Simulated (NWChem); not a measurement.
All runs are NWChem calculations. System: dimethyl ether (C$_{2}$H$_{6}$O), charge 0, spin multiplicity 1, at a geometry optimised with PBE0/def2-SVP. Level: MP2/def2-SVP, 3 core orbitals frozen.

Input file:

```
start mol
memory heap 200 mb stack 900 mb global 1100 mb
geometry units angstroms nocenter noautoz
  C     -1.161079     0.000000    -0.188064
  O      0.000000     0.000000     0.577790
  C      1.161079     0.000000    -0.188064
  H     -1.233042    -0.895231    -0.839514
  H     -1.233042     0.895231    -0.839514
  H     -2.021460     0.000000     0.496256
  H      1.233042    -0.895231    -0.839514
  H      2.021460     0.000000     0.496256
  H      1.233042     0.895231    -0.839514
  symmetry group C2v
end
basis spherical
  * library def2-svp
end
scf
  rhf
  nopen 0
  maxiter 100
  thresh 1e-7
  semidirect memsize 60000000 filesize 0
end
mp2
  freeze core 3
end
task mp2 energy
```

Output (cleaned and shortened):

```
             Northwest Computational Chemistry Package (NWChem) 7.3.0
             --------------------------------------------------------

                                NWChem Input Module
                                -------------------

 Scaling coordinates for geometry "geometry" by  1.889725989
 (inverse scale =  0.529177249)

 Turning off AUTOSYM since
 SYMMETRY directive was detected!

                             Geometry "geometry" -> ""
                             -------------------------

 Output coordinates in angstroms (scale by  1.889725989 to convert to a.u.)

  No.       Tag          Charge          X              Y              Z
 ---- ---------------- ---------- -------------- -------------- --------------
    1 C                    6.0000    -1.16107900     0.00000000    -0.18806400
    2 O                    8.0000     0.00000000     0.00000000     0.57779000
    3 C                    6.0000     1.16107900     0.00000000    -0.18806400
    4 H                    1.0000    -1.23304200    -0.89523100    -0.83951400
    5 H                    1.0000    -1.23304200     0.89523100    -0.83951400
    6 H                    1.0000    -2.02146000     0.00000000     0.49625600
    7 H                    1.0000     1.23304200    -0.89523100    -0.83951400
    8 H                    1.0000     2.02146000     0.00000000     0.49625600
    9 H                    1.0000     1.23304200     0.89523100    -0.83951400

 Effective nuclear repulsion energy (a.u.)      84.3016847105

            Nuclear Dipole moment (a.u.)
            ----------------------------
        X                 Y               Z
 ---------------- ---------------- ----------------
     0.0000000000     0.0000000000     0.0000151178

      Symmetry information
      --------------------

 Group name             C2v
 Group number             16
 Group order               4
 No. of unique centers     4

      Symmetry unique atoms

     1    2    4    6


 Summary of "ao basis" -> "" (spherical)
 ------------------------------------------------------------------------------
       Tag                 Description            Shells   Functions and Types
 ---------------- ------------------------------  ------  ---------------------
 *                          def2-svp                  on all atoms

 Summary of "ao basis" -> "ao basis" (spherical)
 ------------------------------------------------------------------------------
       Tag                 Description            Shells   Functions and Types
 ---------------- ------------------------------  ------  ---------------------
 C                          def2-svp                 6       14   3s2p1d
 O                          def2-svp                 6       14   3s2p1d
 H                          def2-svp                 3        5   2s1p

                                 NWChem SCF Module
                                 -----------------

  ao basis        = "ao basis"
  functions       =    72
  atoms           =     9
  closed shells   =    13
  open shells     =     0
  charge          =   0.00
  wavefunction    = RHF
  use symmetry    = T
  symmetry adapt  = T

 Summary of "ao basis" -> "ao basis" (spherical)
 ------------------------------------------------------------------------------
       Tag                 Description            Shells   Functions and Types
 ---------------- ------------------------------  ------  ---------------------
 C                          def2-svp                 6       14   3s2p1d
[...]
     9     -0.318360  1 C  pz                37     -0.318360  3 C  pz

 Vector   15  Occ=0.000000D+00  E= 2.231456D-01  Symmetry=b1
              MO Center=  5.8D-16,  3.8D-16, -2.8D-01, r^2= 8.4D+00
   Bfn.  Coefficient  Atom+Function         Bfn.  Coefficient  Atom+Function
  ----- ------------  ---------------      ----- ------------  ---------------
     3      2.298022  1 C  s                 31     -2.298022  3 C  s
    54     -1.146854  6 H  s                 64      1.146854  8 H  s
    44     -0.969279  4 H  s                 49     -0.969279  5 H  s
    59      0.969279  7 H  s                 69      0.969279  9 H  s
     7     -0.269931  1 C  px                35     -0.269931  3 C  px

 Vector   16  Occ=0.000000D+00  E= 2.491050D-01  Symmetry=a1
              MO Center=  2.1D-15, -9.1D-17,  3.7D-01, r^2= 7.6D+00
   Bfn.  Coefficient  Atom+Function         Bfn.  Coefficient  Atom+Function
  ----- ------------  ---------------      ----- ------------  ---------------
    54      1.530334  6 H  s                 64      1.530334  8 H  s
     9     -0.763310  1 C  pz                37     -0.763310  3 C  pz
    44     -0.515876  4 H  s                 49     -0.515876  5 H  s
    59     -0.515876  7 H  s                 69     -0.515876  9 H  s
     7      0.448633  1 C  px                35     -0.448633  3 C  px

 center of mass
 --------------
 x =   0.00000000 y =   0.00000000 z =   0.09621078

 moments of inertia (a.u.)
 ------------------
          45.129962628800           0.000000000000           0.000000000000
           0.000000000000         200.433327320169           0.000000000000
           0.000000000000           0.000000000000         178.378433819616

  Mulliken analysis of the total density
  --------------------------------------

    Atom       Charge   Shell Charges
 -----------   ------   -------------------------------------------------------
    1 C    6     5.78   1.99  0.86  0.17  1.96  0.73  0.07
    2 O    8     8.57   1.99  1.05  0.76  2.87  1.88  0.02
    3 C    6     5.78   1.99  0.86  0.17  1.96  0.73  0.07
    4 H    1     0.99   0.77  0.20  0.02
    5 H    1     0.99   0.77  0.20  0.02
    6 H    1     0.96   0.76  0.17  0.02
    7 H    1     0.99   0.77  0.20  0.02
    8 H    1     0.96   0.76  0.17  0.02
    9 H    1     0.99   0.77  0.20  0.02

       Multipole analysis of the density wrt the origin
       ------------------------------------------------

     L   x y z        total         open         nuclear
     -   - - -        -----         ----         -------
     0   0 0 0     -0.000000      0.000000     26.000000

     1   1 0 0      0.000000      0.000000      0.000000
     1   0 1 0      0.000000      0.000000      0.000000
     1   0 0 1     -0.590129      0.000000      0.000015

     2   2 0 0    -12.721401      0.000000    108.672575
     2   1 1 0      0.000000      0.000000      0.000000
     2   1 0 1      0.000000      0.000000      0.000000
     2   0 2 0    -15.028698      0.000000     11.447954
     2   0 1 1     -0.000000      0.000000      0.000000
     2   0 0 2    -15.799146      0.000000     22.879174

                   NWChem MP2 Semi-direct Energy/Gradient Module
                   ---------------------------------------------

  Basis functions       =     72
  Molecular orbitals    =     72
  Frozen core           =      3
  Frozen virtuals       =      0
  Active alpha occupied =     10
  Active beta occupied  =     10
  Active alpha virtual  =     59
  Active beta virtual   =     59
  Use MO symmetry       = T
  Use skeleton AO sym   = T

  AO/Fock/Back tols     =   1.0D-09  1.0D-09  1.0D-09

 GA uses MA = F    GA memory limited = T

 Available:
  local mem=  1.26D+08
 global mem=  1.44D+08
 local disk=  0.00D+00
  mp2_memr nvloc                    59
  nvloc new                    59
   1 passes of  10:        3145728                      25620                   5266668.
   1 passes of  10: M    126153821           G      144168832           F     123008093.

 Semi-direct pass number   1 of   1  for RHF alpha+beta  at        0.8s
  vrange nnbf                  2621
  mp2_eaftype                    20  avail_ma_in_mb                  1099
 EAF : mp2_eaftype filesize          20    2633334.
  mp2_eaf for mointskh                     20
Node 0 wrote     12.4 Mb in      0.0 s     Agg I/O rate:   512.1 Mb/s
 Done moints_semi at        1.7s
  mp2_eaftype                    20  avail_ma_in_mb                  1079
 EAF : mp2_eaftype filesize          20    2633334.
  mp2_eaf for kh                    20
 Done maket at        1.8s
 Done multipass loop at        1.8s

          -------------------------------------------
          SCF energy                -153.951518609114
          Correlation energy          -0.476266774829
          Singlet pairs               -0.312835502220
          Triplet pairs               -0.163431272609
          Total MP2 energy          -154.427785383943
          -------------------------------------------

          ---------------------------------------------------
                    Spin Component Scaled (SCS) MP2
          Same spin pairs                     -0.108954181740
          Same spin scaling factor             0.333333333333
          Opposite spin pairs                 -0.367312593090
          Opposite spin scaling fact.          1.200000000000
          SCS-MP2 correlation energy          -0.477093172287
          Total SCS-MP2 energy              -154.428611781402
          ---------------------------------------------------

 -----------------------
 Performance information
 -----------------------

 Timer overhead =  1.92D-07 seconds/call

               Nr. of calls         CPU time (s)                 Wall time (s)                GFlops
             ---------------    -------------------     ------------------------------   -------------------
Name         Min   Avg   Max    Min     Avg     Max     Min     Avg     Max   Mx/calls   Min     Max     Sum
mp2: moin     1     1     1   0.92    0.92    0.92     0.92    0.92    0.92    0.92      0.0     0.0     0.0
mp2: make     1     1     1   7.44E-2 7.44E-2 7.44E-2  7.44E-2 7.44E-2 7.44E-2 7.44E-2   0.0     0.0     0.0
mp2: tota     1     1     1    1.0     1.0     1.0      1.0     1.0     1.0     1.0      0.0     0.0     0.0

 The average no. of pstat calls per process was 3.00D+00
 with a timing overhead of 5.76D-07s

 Task  times  cpu:        1.8s     wall:        1.8s

 Total times  cpu:        1.8s     wall:        1.8s
```
